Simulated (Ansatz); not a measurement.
Run this with Ansatz 0.2.0 through its Python package and show what comes out.

The script, `conformers.py`:
```python
"""Conformer energies of C5H9F."""

import ansatz as az
from rdkit import Chem
from rdkit.Chem import AllChem

rd = Chem.AddHs(Chem.MolFromSmiles("CC/C(C)=C/F"))
ids = list(AllChem.EmbedMultipleConfs(rd, numConfs=20, randomSeed=661, pruneRmsThresh=0.4))
field = [energy for _, energy in AllChem.MMFFOptimizeMoleculeConfs(rd)]
distinct = {round(e, 2): i for i, e in zip(ids, field)}
chosen = sorted(distinct.items())[:5]
found = []
for force_field, index in chosen:
    c5h9f = az.Crystal.molecule()
    for atom, xyz in zip(rd.GetAtoms(), rd.GetConformer(index).GetPositions()):
        c5h9f = c5h9f.atom(atom.GetSymbol(), xyz.round(5).tolist())
    setup = (
        c5h9f.calculation()
        .basis(gaussian="6-31G*")
        .correlation("mp2", electrons="valence")
    )
    found.append(setup.run(threads=1).report["free_energy_ev"])
print("conformer   MMFF (kcal/mol)   this level (eV)")
for (force_field, index), e in zip(chosen, found):
    print(f"{index:9d} {force_field - chosen[0][0]:17.2f} {(e - min(found)):17.3f}")
```

```console
$ python conformers.py
conformer   MMFF (kcal/mol)   this level (eV)
        0              0.00             0.032
        2              0.13             0.000
```

Reading the output:
- The settings weren't tested for convergence.
- The conformers keep their force-field geometries.
- Timing: 5 s on 1 thread of Arm Neoverse V1, on a shared host, peak memory 0.32 GiB.
